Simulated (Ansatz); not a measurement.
Geometry optimisation, RKS PBE/6-31G* in Ansatz 0.2.0.

Input file:

```yaml
crystal:
  periodic: [false, false, false]
  atoms:
    - { symbol: C, position_ang: [-0.2736, 0.7733, 0.867] }
    - { symbol: C, position_ang: [0.1929, -0.4796, 0.2477] }
    - { symbol: S, position_ang: [-1.1551, -1.67191, 0.23963] }
    - { symbol: C, position_ang: [1.30372, -1.15947, 0.94041] }
    - { symbol: O, position_ang: [1.89922, -0.70547, 1.97826] }
    - { symbol: H, position_ang: [0.2447, 1.1114, 1.7493] }
    - { symbol: H, position_ang: [-0.2502, 1.6537, 0.1484] }
    - { symbol: H, position_ang: [-1.3327, 0.7238, 1.1452] }
    - { symbol: H, position_ang: [0.46771, -0.23851, -0.79953] }
    - { symbol: H, position_ang: [-1.37598, -1.71864, 1.53533] }
    - { symbol: H, position_ang: [1.77125, -2.00842, 0.45362] }
basis:
  gaussian: { orbitals: "6-31G*" }
hamiltonian:
  xc: pbe
relax:
  f_tol: 0.015
  max_steps: 40
```

Run as:

```bash
$ ansatz run input.yaml --threads 1 --pin off --max-ram 2048MiB --backend cpu --events-out ev --progress --plain --runs-dir out
```

Q: Where does it end, and by what steps?

A: The forces met the threshold. After 18 steps the energy has fallen by 0.680 eV; H7 moved furthest, 0.84 Å.

```
step  energy less start (eV)  largest force component (eV/Å)  accepted
   0                  0.0000                           3.389       yes
   1                 -0.1912                           4.166       yes
   2                 -0.4318                           2.762       yes
   3                 -0.5119                           0.533       yes
   4                 -0.5596                           0.612       yes
   5                 -0.5747                           0.134       yes
   6                 -0.5810                           0.121       yes
   7                 -0.5944                           0.339       yes
   8                 -0.6014                           0.809       yes
   9                 -0.6530                           0.211       yes
  10                 -0.6573                           0.160       yes
  11                 -0.6236                           0.774        no
  12                 -0.6709                           0.129       yes
  13                 -0.6760                           0.200       yes
  14                 -0.6784                           0.080       yes
  15                 -0.6732                           0.215        no
  16                 -0.6800                           0.053       yes
  17                 -0.6803                           0.023       yes
  18                 -0.6804                           0.009       yes
```

```xyz
11
Properties=species:S:1:pos:R:3
C -0.333 0.849 0.864
C 0.088 -0.479 0.248
S -1.150 -1.848 0.464
C 1.388 -1.038 0.813
O 1.924 -0.615 1.826
H -0.403 0.763 1.960
H 0.423 1.623 0.642
H -1.305 1.176 0.466
H 0.183 -0.413 -0.852
H -1.125 -1.825 1.826
H 1.801 -1.914 0.248
```

Time of the run: 71 s on 1 thread of Arm Neoverse V1, with other jobs on the host, peak memory 0.18 GiB.
